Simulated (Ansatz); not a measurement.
Ideal-gas functions of CH₄Si (`C[SiH]`) at 298.15 K and 1 bar, from an Ansatz frequency run at PBE0-D4/def2-TZVP.

Molar mass 44.13 g/mol, point group Cs (symmetry number 1), electronic degeneracy 1, moments of inertia 5.413, 40.633, 42.968 u Å². Harmonic wavenumbers (cm⁻¹, unscaled): 129, 554, 625, 676, 940, 1237, 1420, 1436, 2011, 3016, 3082, 3139.

Use S(trans) = R[1.5 ln M + 2.5 ln T − 1.1517]; rotational temperatures θ = 24.2544 K / I; S(rot) = R[ln(√π/σ · √(T³/θAθBθC)) + 1.5]; for each mode x = 1.438777 ν̃/T, S = R[x/(eˣ − 1) − ln(1 − e⁻ˣ)] and H = RT x/(eˣ − 1); 1 cm⁻¹ = 0.0119627 kJ/mol; R = 8.31446 J/(mol·K).

Question: By hand: the entropy, in J/(mol·K).

Answer: Translation 156.1. Rotation: θ = 4.4808, 0.5969, 0.5645 K, giving 86.6. Vibration, mode by mode: 12.39, 2.24, 1.71, 1.41, 0.50, 0.15, 0.07, 0.06, 0.01, 0.00, 0.00, 0.00, in all 18.5. Electronic 0.0. Sum 261.2 J/(mol·K).

Question: By hand: H − E and G − E in kJ/mol, counted from the electronic energy.

Answer: Zero-point energy ½ × 18265 × 0.0119627 = 109.2; thermal vibration 3.2; translation, rotation and pV give 4 RT = 9.9. H − E = 122.3 kJ/mol, and G − E = 122.3 − 298.15 × 261.2/1000 = 44.4 kJ/mol.

Vibration gives 7 % of the entropy, 12.4 J/(mol·K) of it from the mode under 150 cm⁻¹: soft modes count most, and the harmonic formula is weakest for them.
